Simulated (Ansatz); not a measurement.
**SnH$_{2}$, triplet in def2-SVP: errors against full CI**

Geometry: a point of a stretch scan, not a stationary point.

```json
{"atom": "Sn", "x (Å)": "0.0000", "y (Å)": "-0.0202", "z (Å)": "0.0100"}
{"atom": "H", "x (Å)": "0.0000", "y (Å)": "1.5376", "z (Å)": "-2.6701"}
{"atom": "H", "x (Å)": "0.0000", "y (Å)": "0.8416", "z (Å)": "1.4928"}
```

Basis def2-SVP with its core potentials; Ansatz 0.2.0. Only valence electrons are correlated (noble-gas cores and the filled d shells of p-block atoms frozen), which leaves 6 electrons in 27 orbitals. R marks a restricted (for open shells ROHF) determinant. Active spaces: valence = (6e, 6o) chosen from the atoms' valence shells. No spin–orbit coupling is included; scalar relativity enters through the core potentials alone.

Full CI is exact within this basis and frozen core; it isn't the basis-set limit.

- UHF ⟨S²⟩: 2.052
- T1 diagnostic (RCCSD): 0.0286
- largest doubles amplitude (RCCSD): 0.073

Q: From what is known of these methods and the diagnostics, rank them by the size of their error in total energy against full CI in def2-SVP, smallest first (an estimate: the text doesn't fix the numbers).
A. CASSCF (valence space)
B. RMP2
C. NEVPT2 (valence space)
D. RHF
E. MRCISD+Q (valence space)

A: E (0.06 kcal/mol), C (8.99 kcal/mol), B (13.59 kcal/mol), A (30.78 kcal/mol), D (49.63 kcal/mol).

All errors are against full CI in def2-SVP. Below it: MRCISD+Q (valence space). Within each family the higher level lies nearer, as is usual though not guaranteed.

The full-CI state has the irrep A'' of Cs, in the program's axes.

Natural occupations of full CI about the gap: 1.955 1.909 1.000 0.989 0.054 0.038 0.009 0.009 0.007 0.007; effectively unpaired electrons, Σ n²(2−n)², 2.06.
